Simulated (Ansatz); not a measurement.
# C3H4FN: a dynamics run in two tries

Wanted: a short trajectory, and a check that the input is sound. SMILES of the start: F.C=CC#N.

Method: RKS r2SCAN/STO-3G, in Ansatz 0.2.0.

## 1. The structure to begin with

Bond lengths: F1–H2 0.983 Å, C3–C4 1.360 Å, C4–C5 1.428 Å, C5–N6 1.203 Å, C3–H7 1.074 Å, C3–H8 1.091 Å, C4–H9 1.128 Å. Angles: C3–C4–C5 128.3°, C3–C4–H9 126.6°, C5–C4–H9 104.8°, C4–C3–H7 123.2°, C4–C3–H8 117.1°, H7–C3–H8 118.8°, C4–C5–N6 169.9°.

Coordinates:

```xyz
9

F    -0.1055    0.0871   -2.4277
H    -0.9552   -0.2927   -2.7455
C     1.0121   -0.7212    0.8853
C     0.0119   -0.0374    0.2665
C    -1.0032    0.7739    0.8595
N    -1.8351    1.3296    1.5274
H     1.1583   -0.7131    1.9493
H     1.5714   -1.4380    0.2826
H    -0.2640   -0.0921   -0.8254
```

## 2. First attempt

File input.yaml:

```yaml
crystal:
  periodic: [false, false, false]
  atoms:
    - { symbol: F, position_ang: [-0.105516, 0.087057, -2.427723] }
    - { symbol: H, position_ang: [-0.955202, -0.292719, -2.745461] }
    - { symbol: C, position_ang: [1.012071, -0.721157, 0.885268] }
    - { symbol: C, position_ang: [0.011909, -0.037364, 0.266533] }
    - { symbol: C, position_ang: [-1.003226, 0.773899, 0.859542] }
    - { symbol: "N", position_ang: [-1.83513, 1.329624, 1.527392] }
    - { symbol: H, position_ang: [1.158302, -0.713142, 1.949292] }
    - { symbol: H, position_ang: [1.571362, -1.438034, 0.282613] }
    - { symbol: H, position_ang: [-0.26402, -0.092121, -0.825373] }
basis:
  gaussian: { orbitals: STO-3G }
hamiltonian:
  xc: r2scan
md:
  timestep: 0.5
  n_steps: 25
  ensemble: nvt_langevin
  temperature: 30000.0
  initial_velocities: maxwell_boltzmann
  seed: 286443
  friction: 0.01
scf:
  lower_state_search: "off"
```

Started as:

```sh
ansatz run input.yaml --threads 1 --pin off --max-ram 2048MiB --backend cpu --events-out ev --progress --plain --runs-dir out
```

Before running it: what results should come out? Wanted: first try.

The runs gave:

| quantity | value |
| --- | --- |
| first try | timeout |
| cause | the temperature is tens of thousands of kelvin, several eV an atom, which tears any bond |

The program did not catch the first fault at the input check, so it cost a run.
